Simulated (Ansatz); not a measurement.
# AlH3: the relaxed shape and its frontier levels

Aim: characterise AlH3 as a singlet: its structure, frontier levels and distribution of charge.

Method: RKS PBE0-D4/def2-TZVP; program: Ansatz 0.2.0, Gaussian basis.

Plan: relaxation at PBE0-D4/def2-TZVP; a single point at PBE0-D4/def2-TZVP; harmonic vibrations at PBE0-D4/def2-TZVP.

### Step 1. Where the work starts

4 atoms, charge 0, spin multiplicity 1.

Atoms are counted from 1 here; the program's logs count them from 0.

Bond lengths: Al1–H2 1.553 Å, Al1–H3 1.553 Å, Al1–H4 1.553 Å. Angles: H2–Al1–H3 120.0°, H2–Al1–H4 120.0°, H3–Al1–H4 120.0°.

The start is a GFN2-xTB geometry.

### Step 2. Relaxation at PBE0-D4/def2-TZVP

Contents of in.yaml:

```yaml
crystal:
  periodic: [false, false, false]
  atoms:
    - {symbol: Al, position_ang: [-0.000010, -0.000020, 0.000020]}
    - {symbol: H, position_ang: [1.552650, -0.030520, 0.014610]}
    - {symbol: H, position_ang: [-0.749810, 1.359840, -0.019120]}
    - {symbol: H, position_ang: [-0.802830, -1.329300, 0.004480]}
basis:
  gaussian: {orbitals: def2-TZVP}
hamiltonian: {xc: pbe0, dispersion: d4}
scf: {omitted_lower_state_checks: [starts]}
output: {orbitals: {seedname: orbitals}}
relax: {f_tol: 0.02, max_steps: 100}
```

The run is started by

```bash
ansatz run in.yaml --threads 4 --pin off --events-out ev --progress --plain --max-ram 3916MiB
```

Further steps of the session: Single point, PBE0-D4/def2-TZVP; Harmonic vibrations.

Before running them: what should the planned runs give, taken together? Wanted: point group; commonest bond; HOMO, LUMO at PBE0-D4/def2-TZVP; dipole at PBE0-D4/def2-TZVP; lowest, highest wavenumber.

**Answer**, as computed:

| quantity | value |
| --- | --- |
| point group | D3h |
| commonest bond | Al–H, 3 of mean length 1.586 Å |
| HOMO, LUMO at PBE0-D4/def2-TZVP | -8.58, -1.75 eV |
| dipole at PBE0-D4/def2-TZVP | 0.00 D |
| lowest, highest wavenumber | 704, 1935 cm⁻¹ |

What this shows: The molecule keeps its bonding pattern by the stored test; the atoms moved 0.03 Å (rms). All wavenumbers are real: a minimum at this level. The HOMO lies nearest to H4 58 %; H2, H3 about 16 % each and the LUMO to Al1 48 %; H2, H3, H4 about 17 % each.
